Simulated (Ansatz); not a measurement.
Total energies of C₂H₅F (`CCF`).

```xyz
8

C     0.334    0.128   -0.682
C    -0.255   -0.109    0.682
F    -1.602   -0.416    0.572
H     1.396    0.369   -0.591
H    -0.167    0.960   -1.180
H     0.235   -0.762   -1.306
H    -0.172    0.779    1.316
H     0.231   -0.948    1.189
```

Total charge 0; spin multiplicity 1. The structure was optimised at the PBE0-D4/def2-TZVP level. Basis def2-TZVPP, the Gaussian-basis code of Ansatz.

RPA on PBE orbitals: Hartree–Fock energy of these orbitals -178.12629 Eh, correlation -0.98160 Eh (frozen core).

```json
{"functional": "LDA (SPW92)", "energy without D4 (Eh)": "-177.73552", "D4 term (kJ/mol)": "–"}
{"functional": "PBE", "energy without D4 (Eh)": "-178.92571", "D4 term (kJ/mol)": "-7.8"}
{"functional": "revPBE", "energy without D4 (Eh)": "-179.07712", "D4 term (kJ/mol)": "-31.3"}
{"functional": "BLYP", "energy without D4 (Eh)": "-179.08118", "D4 term (kJ/mol)": "-18.2"}
{"functional": "r2SCAN", "energy without D4 (Eh)": "-179.04210", "D4 term (kJ/mol)": "-1.9"}
{"functional": "B97M-V", "energy without D4 (Eh)": "-179.09971", "D4 term (kJ/mol)": "–"}
{"functional": "PBE0", "energy without D4 (Eh)": "-178.94091", "D4 term (kJ/mol)": "-6.3"}
{"functional": "B3LYP", "energy without D4 (Eh)": "-179.14457", "D4 term (kJ/mol)": "-12.4"}
{"functional": "r2SCANh", "energy without D4 (Eh)": "-179.03416", "D4 term (kJ/mol)": "-1.9"}
{"functional": "r2SCAN0", "energy without D4 (Eh)": "-179.02292", "D4 term (kJ/mol)": "-2.1"}
{"functional": "HSE06 (plane-wave form)", "energy without D4 (Eh)": "-178.93174", "D4 term (kJ/mol)": "-5.8"}
{"functional": "BHLYP", "energy without D4 (Eh)": "-179.04856", "D4 term (kJ/mol)": "-7.9"}
{"functional": "CAM-B3LYP", "energy without D4 (Eh)": "-179.06846", "D4 term (kJ/mol)": "-6.2"}
{"functional": "LC-ωPBE", "energy without D4 (Eh)": "-179.03758", "D4 term (kJ/mol)": "–"}
{"functional": "ωB97X-V", "energy without D4 (Eh)": "-179.07912", "D4 term (kJ/mol)": "–"}
{"functional": "ωB97M-V", "energy without D4 (Eh)": "-179.05930", "D4 term (kJ/mol)": "–"}
{"functional": "B2PLYP", "energy without D4 (Eh)": "-179.00515", "D4 term (kJ/mol)": "–"}
{"functional": "PBE-QIDH", "energy without D4 (Eh)": "-178.91874", "D4 term (kJ/mol)": "–"}
```

B3LYP takes the VWN-RPA correlation (the form of Gaussian; ORCA's B3LYP/G). HSE06 is the plane-wave form, built on full-range PBE exchange. The double hybrids freeze the cores in their second-order part.

LC-ωPBE has ω = 0.4 bohr⁻¹.
